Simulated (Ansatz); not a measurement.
The input, for Ansatz 0.2.0:

```yaml
crystal:
  periodic: [false, false, false]
  atoms:
    - {symbol: B, position_ang: [-0.015433, -0.009008, -1.450494]}
    - {symbol: C, position_ang: [-0.016266, -0.025151, -0.091647]}
    - {symbol: Si, position_ang: [0.031698, 0.034159, 1.542140]}
basis:
  gaussian: {orbitals: cc-pVDZ}
magnetization: {spin_polarized: true, initial_magnetization: 1}
correlation: {method: ccsdt_q, electrons: outside_noble_gas}
```

```sh
$ ansatz run in.yaml --threads 1 --pin off --events-out ev --progress --plain --max-ram 2393MiB
```

(1) Roughly how long does this take on 1 thread of Arm Neoverse V1, shared host, and how much host memory?

```
842 factors; integrals over basis functions are off by at most 1.7e-7 eV
mean field evaluation 1: about -9555.4490 eV, gradient 2.4e1 eV
mean field evaluation 2: about -9555.4541 eV, gradient 2.4e1 eV
mean field evaluation 4: about -9559.4071 eV, gradient 3.7e0 eV
mean field evaluation 8: about -9559.8713 eV, gradient 4.9e-1 eV
mean field evaluation 16: about -9559.9213 eV, gradient 1.8e-6 eV
mean field evaluation 32: about -9558.0402 eV, gradient 2.9e-1 eV
mean field evaluation 64: about -9559.9196 eV, gradient 2.5e-1 eV
mean field evaluation 96: about -9557.4581 eV, gradient 2.1e0 eV
mean field evaluation 128: about -9558.0200 eV, gradient 9.0e-2 eV
mean field evaluation 160: about -9558.0197 eV, gradient 4.8e-3 eV
...
cycle  18  -7.79857993 eV  change    1.8e-6 eV  update   2.0e-5
cycle  19  -7.79858003 eV  change   -1.0e-7 eV  update   1.2e-5
cycle  20  -7.79856713 eV  change    1.3e-5 eV  update   6.9e-6
cycle  21  -7.79856393 eV  change    3.2e-6 eV  update   4.8e-6
cycle  22  -7.79856548 eV  change   -1.6e-6 eV  update   2.6e-6
cycle  23  -7.79856396 eV  change    1.5e-6 eV  update   1.7e-6
cycle  24  -7.79856605 eV  change   -2.1e-6 eV  update   1.2e-6
cycle  25  -7.79856735 eV  change   -1.3e-6 eV  update   7.8e-7
cycle  26  -7.79856808 eV  change   -7.3e-7 eV  update   5.1e-7
cycle  27  -7.79856856 eV  change   -4.8e-7 eV  update   3.0e-7
perturbative correction -0.05576737 eV, -0.0020494131 hartree
Total energy: -9567.77562156 eV, -351.6092688210 hartree
```

## Answers

(1) 47 s wall and 0.39 GiB.
